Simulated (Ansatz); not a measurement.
# A ladder of methods for Si2H5 (SMILES [SiH2][SiH3])

Si2H5 has 7 atoms, charge 0, and is taken as a doublet. As SMILES, `[SiH2][SiH3]`. The coordinates come from a PBE0-D4/def2-TZVP relaxation.

```xyz
7

Si   -0.2096   -1.3612   -0.1911
Si    0.3579    0.8892   -0.0620
H    -0.0026   -2.1239    1.0703
H    -1.5736   -1.6246   -0.7256
H     0.2100    1.5028   -1.4080
H    -0.4958    1.6431    0.8986
H     1.7749    1.0068    0.3722
```

Quantity: the energy change with the Si1–H4 bond stretched from 1.488 to 3.721 Å, in eV. The values are calculated.

```json
{"level": "UBLYP/STO-3G", "kind": "GGA", "program": "Ansatz", "value (eV)": "4.71", "less FCI/STO-3G": "+0.30", "CPU time (all runs)": "8.1 s"}
{"level": "UPBE/STO-3G", "kind": "GGA", "program": "Ansatz", "value (eV)": "4.78", "less FCI/STO-3G": "+0.37", "CPU time (all runs)": "9.6 s"}
{"level": "UBHLYP/STO-3G", "kind": "global hybrid", "program": "Ansatz", "value (eV)": "4.73", "less FCI/STO-3G": "+0.32", "CPU time (all runs)": "9.2 s"}
{"level": "UPBE0/STO-3G", "kind": "global hybrid", "program": "Ansatz", "value (eV)": "4.78", "less FCI/STO-3G": "+0.37", "CPU time (all runs)": "9.8 s"}
{"level": "UB2PLYP/STO-3G", "kind": "double hybrid", "program": "Ansatz", "value (eV)": "4.65", "less FCI/STO-3G": "+0.24", "CPU time (all runs)": "11 s"}
{"level": "UCCSD/STO-3G", "kind": "coupled cluster or CI", "program": "Ansatz", "value (eV)": "4.41", "less FCI/STO-3G": "0.00", "CPU time (all runs)": "0.79 s"}
{"level": "UCCSDT(Q)/STO-3G", "kind": "coupled cluster or CI", "program": "Ansatz", "value (eV)": "4.41", "less FCI/STO-3G": "0.00", "CPU time (all runs)": "3 s"}
{"level": "UCCSDT/STO-3G", "kind": "coupled cluster or CI", "program": "Ansatz", "value (eV)": "4.41", "less FCI/STO-3G": "0.00", "CPU time (all runs)": "2.5 s"}
{"level": "FCI/STO-3G", "kind": "exact in the basis", "program": "Ansatz", "value (eV)": "4.41", "less FCI/STO-3G": "0.00", "CPU time (all runs)": "68 s"}
```

FCI/STO-3G is exact within its basis and frozen core, so for wave-function methods in that basis the difference is their error; functionals converge differently with the basis, so for them it is only a difference. The first shape isn't each level's own minimum. The values span 4.41 to 4.78 eV. Spin contamination of the reference (⟨S²⟩ at least 0.1 too high) touches UBLYP/STO-3G, UPBE/STO-3G, UBHLYP/STO-3G, UPBE0/STO-3G, UB2PLYP/STO-3G, UCCSD/STO-3G, UCCSDT(Q)/STO-3G, UCCSDT/STO-3G. All rows use very small basis sets, so none should be taken for the real molecule's value. Times are those of the runs behind each value, whatever else they computed, on shared processors of several kinds: orders of magnitude only.
